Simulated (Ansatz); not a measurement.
Born–Oppenheimer molecular dynamics of FH₅SSi (8 atoms, charge 0, multiplicity 1). It starts at the highest image of a converged band, a first-order saddle point between two minima.

Level of theory: Ansatz, RKS PBE0/def2-SVP.

| Quantity | Value |
| --- | --- |
| ensemble | NVE (velocity Verlet) |
| time step | 0.5 fs |
| steps asked | 200 |
| starting velocities drawn for | 300 K |
| seed | 4544 |

First frame:

```xyz
8
Properties=species:S:1:pos:R:3
Si -0.229 0.035 -0.160
F -0.165 0.193 1.769
H 1.159 -0.496 0.023
H -0.237 1.477 -0.509
H -0.696 -0.780 -1.331
S -2.531 -0.045 0.724
H -2.579 -1.393 0.817
H -1.310 0.138 1.767
```

(1) How far do the bonds stretch over the last three quarters of this one trajectory? (Pairs bonded in most of those frames.)

## Answers

(1) 
```json
{"bond": "Si1–H3", "mean (Å)": "1.495", "spread (Å)": "0.017", "shortest": "1.47", "longest": "1.53"}
{"bond": "Si1–H4", "mean (Å)": "1.494", "spread (Å)": "0.032", "shortest": "1.44", "longest": "1.54"}
{"bond": "Si1–H5", "mean (Å)": "1.499", "spread (Å)": "0.009", "shortest": "1.48", "longest": "1.52"}
{"bond": "Si1–S6", "mean (Å)": "2.230", "spread (Å)": "0.112", "shortest": "2.05", "longest": "2.35"}
{"bond": "F2–H8", "mean (Å)": "0.955", "spread (Å)": "0.043", "shortest": "0.89", "longest": "1.10"}
{"bond": "S6–H7", "mean (Å)": "1.352", "spread (Å)": "0.005", "shortest": "1.34", "longest": "1.36"}
```

Pairs bonded in part of these frames only: Si1–F2 16 %.

Mean temperature of the second half: 1362 K. The conserved energy stayed within 0.11 meV per atom of its start (net change 0.096 meV per atom), so the integration is sound. The kinetic energy rose, since the run started high on the potential surface and went downhill. It ends in pieces (FH + H4SSi), so much of that is their flight and rotation, not heat. A run of 0.1 ps of so small a system gives no equilibrium averages. The orbitals stay closed-shell, which can raise the energy where a bond breaks towards radicals; this wasn't checked here.

The run took 12 min on 1 thread of Arm Neoverse N1 (shared host), peak memory 0.16 GiB.
